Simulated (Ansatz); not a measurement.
# Lattice constant a of some cubic bcc solids

Method: B3LYP (VWN-RPA form) (PAW; Ansatz, a first-principles code). References are measured values corrected to a static lattice.

Values in Å.

```json
[
 {"solid": "bcc W", "reference": "3.16", "B3LYP (VWN-RPA form)": "3.196", "error (%)": "+1.14"},
 {"solid": "bcc Ba", "reference": "4.995¶", "B3LYP (VWN-RPA form)": "5.159", "error (%)": "+3.28"},
 {"solid": "bcc Rb", "reference": "5.576¶", "B3LYP (VWN-RPA form)": "5.749", "error (%)": "+3.10"},
 {"solid": "bcc Na", "reference": "4.214", "B3LYP (VWN-RPA form)": "4.205", "error (%)": "-0.21"},
 {"solid": "bcc Ta", "reference": "3.299", "B3LYP (VWN-RPA form)": "3.332", "error (%)": "+1.00"},
 {"solid": "bcc V", "reference": "3.021", "B3LYP (VWN-RPA form)": "2.986", "error (%)": "-1.16"},
 {"solid": "bcc K", "reference": "5.212¶", "B3LYP (VWN-RPA form)": "5.329", "error (%)": "+2.24"},
 {"solid": "bcc Cs", "reference": "6.039¶", "B3LYP (VWN-RPA form)": "6.311", "error (%)": "+4.50"},
 {"solid": "bcc Fe", "reference": "2.853", "B3LYP (VWN-RPA form)": "2.923", "error (%)": "+2.45"},
 {"solid": "bcc Nb", "reference": "3.294", "B3LYP (VWN-RPA form)": "3.333", "error (%)": "+1.18"},
 {"solid": "bcc Mo", "reference": "3.141", "B3LYP (VWN-RPA form)": "3.174", "error (%)": "+1.05"},
 {"solid": "bcc Li", "reference": "3.449¶", "B3LYP (VWN-RPA form)": "3.434", "error (%)": "-0.43"},
 {"solid": "antiferromagnetic bcc Cr", "reference": "2.877", "B3LYP (VWN-RPA form)": "3.057", "error (%)": "+6.26"}
]
```

Over these 13 solids the mean error is +1.88 %, the mean absolute error 2.16 % (median 1.18 %), and the worst case antiferromagnetic bcc Cr at +6.26 %; the value is too high in 10 of 13 cases.

All these references are brought to a static lattice.

Spin–orbit coupling is left out, also for the solids with elements from indium on (bcc W, bcc Ba, bcc Ta, bcc Cs); its size isn't shown.

¶ marks references of a special kind: bcc Ba, 4.995 Å (measured, low-temperature or extrapolated to 0 K; zero-point anharmonic expansion removed, our sources range from 4.995 to 5.004; as tabulated in Csonka et al. (2009), arXiv:0903.4037); bcc Rb, 5.576 Å (measured, low-temperature or extrapolated to 0 K; zero-point anharmonic expansion removed; as tabulated in Csonka et al. (2009), arXiv:0903.4037); bcc K, 5.212 Å (measured, low-temperature or extrapolated to 0 K; zero-point anharmonic expansion removed; as tabulated in Csonka et al. (2009), arXiv:0903.4037); bcc Cs, 6.039 Å (measured, low-temperature or extrapolated to 0 K; zero-point anharmonic expansion removed; as tabulated in Csonka et al. (2009), arXiv:0903.4037); bcc Li, 3.449 Å (measured, low-temperature or extrapolated to 0 K; zero-point anharmonic expansion removed, our sources range from 3.443 to 3.453; as tabulated in Csonka et al. (2009), arXiv:0903.4037).

Exact exchange on metals is sensitive to the k mesh.

Differences are worked out from the printed values.

Caveats: the cell is over a tenth larger than the published one (another phase or state, or a fault of the published cell, is possible) (antiferromagnetic bcc Cr); the commensurate order stands in for chromium's spin-density wave, and the size of the moments varies much between levels (antiferromagnetic bcc Cr). Ansatz's density-functional and Hartree–Fock values are scalar-relativistic unless marked +SOC, with PAW data made under PBE.

Ansatz's runs of these crystals have no spin polarisation, but for bcc Fe, antiferromagnetic bcc Cr. Meta-GGAs and exact exchange favour moments, which can bear on bcc V, bcc Fe, antiferromagnetic bcc Cr.

Density-functional runs with spin start from parallel moments for bcc Fe, opposed moments for antiferromagnetic bcc Cr.

Not in this set, of the bcc solids with a reference value in our tables and a result at some level: 3 for a high-temperature or high-pressure phase. These can be a level's best or worst cases. Solids without a released value at any level aren't counted. Layered and molecular crystals are counted apart. The metals Ce to Yb are counted apart.

References as tabulated in Mejia-Rodriguez and Trickey (2018), arXiv:1807.09216; Csonka et al. (2009), arXiv:0903.4037; Levämäki et al. (2014), arXiv:1402.3671.
